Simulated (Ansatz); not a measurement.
# CCSD(T) against full CI for several species

Each species is computed at the geometry given (Å), with frozen cores, in Ansatz 0.2.0: RHF-CCSD(T) for singlets, UHF-CCSD(T) otherwise, and full CI in the same basis. The program picks the determinant by a search with trial CCSD, so it needn't be the lowest Hartree–Fock solution. States: NaBr singlet Σ⁺, HMgSi⁺ triplet Π, HBAl sextet Π, BeLiH (H-bridged) triplet A'. Cases whose determinant has another symmetry than full CI's state, or lies over 0.5 eV above the lowest of its kind, whose (Q) step broke down or whose higher cluster runs on it stay over 0.1 eV above full CI weren't drawn. No relativity is included.

**Question.** Judging by size, spin and bonding and the diagnostics given, rank them by the size of CCSD(T)'s error in total energy against full CI in the same basis, smallest first (an estimate).
A. HMgSi⁺, triplet, 6-31G: Si 0.000 0.000 2.310; Mg 0.000 0.000 -0.300; H 0.000 0.000 -2.010. T1 0.025, (T) -16 meV in a correlation energy of -1.41 eV
B. HBAl, sextet, 6-31G: B 0.000 0.000 0.252; Al 0.000 0.000 -1.689; H 0.000 0.000 1.437. T1 0.030, (T) -26 meV in a correlation energy of -1.38 eV
C. NaBr, singlet, 6-31G: Br 0.000 0.000 0.000; Na 0.000 0.000 2.507. T1 0.015, (T) -22 meV in a correlation energy of -1.28 eV
D. BeLiH (H-bridged), triplet, cc-pVTZ: Li 0.000 -0.062 1.814; Be 0.000 -0.096 -1.378; H 0.000 1.285 -0.168. T1 0.061, (T) -45 meV in a correlation energy of -1.52 eV

**Answer.** C (3.0 meV), A (10.0 meV), B (14.6 meV), D (21.0 meV).

```json
{"species": "NaBr, singlet", "basis": "6-31G", "correlated electrons": "8", "CCSD(T) − full CI (meV)": "3.0", "CCSDT(Q) − full CI (meV)": "-0.4", "unpaired electrons (full CI)": "0.01", "T1": "0.015", "⟨S²⟩ of the determinant": "0.00"}
{"species": "HMgSi⁺, triplet", "basis": "6-31G", "correlated electrons": "6", "CCSD(T) − full CI (meV)": "10.0", "CCSDT(Q) − full CI (meV)": "0.2", "unpaired electrons (full CI)": "2.04", "T1": "0.025", "⟨S²⟩ of the determinant": "2.01"}
{"species": "HBAl, sextet", "basis": "6-31G", "correlated electrons": "7", "CCSD(T) − full CI (meV)": "14.6", "CCSDT(Q) − full CI (meV)": "-1.2", "unpaired electrons (full CI)": "5.01", "T1": "0.030", "⟨S²⟩ of the determinant": "8.76"}
{"species": "BeLiH (H-bridged), triplet", "basis": "cc-pVTZ", "correlated electrons": "4", "CCSD(T) − full CI (meV)": "21.0", "CCSDT(Q) − full CI (meV)": "-0.4", "unpaired electrons (full CI)": "2.04", "T1": "0.061", "⟨S²⟩ of the determinant": "2.01"}
```

Unpaired electrons are Σ n²(2−n)² over natural occupations; an open shell counts its own unpaired electrons too. Frozen cores follow each run's orbitals, which moves totals by a few meV.
